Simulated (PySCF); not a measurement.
## Structure elucidation problem

The spectra below were simulated for a compound C2H3FO.

¹H NMR (400 MHz, computed): δ 2.24 (d, J = 6.3 Hz, 3H).

¹³C{¹H} NMR (computed): δ 168.8 (C, d, J = 413.0 Hz), 20.1 (CH3, d, J = 60.4 Hz).

[PySCF 2.14.0 with density-fitted response routines: GIAO PBE0/pcSseg-1 shieldings; GFN2-xTB structure; B3LYP/pcJ-1 coupling constants; no relativistic terms; equivalent nuclei averaged; one conformer; no solvent]

Referencing at the same level of theory: TMS for ¹H and ¹³C.

Propose a structure and justify it.

## Answers


- Rings plus π bonds: 1 (no ring in the answer).
- 2 carbon signals for 2 carbons: no two carbons are equivalent.
- Carbon types of the structure: 1 × C, 1 × CH3, which accounts for all hydrogens.
- δC 168.8: carbonyl carbon.
- δC 20.1: methyl carbon α to a carbonyl; α to the electron-withdrawing carbonyl group.
- δH 2.24: hydrogen on a methyl carbon α to a carbonyl; α to C=O.

These data were computed for `CC(=O)F`.

Common functionals overestimate the size of one-bond C–F couplings by tens of Hz; these are unscaled. Splittings below 1 Hz are ignored in the labels, and close J values are merged. Shifts are as computed. Against solution values, carbons near 30 ppm lie about +3 ppm off and those near 130 ppm about +5 ppm. Of 1211 compounds with measured shifts, 218 miss one by over three times the rms of a fit or turn the order of signals round; such compounds aren't used in these exercises.
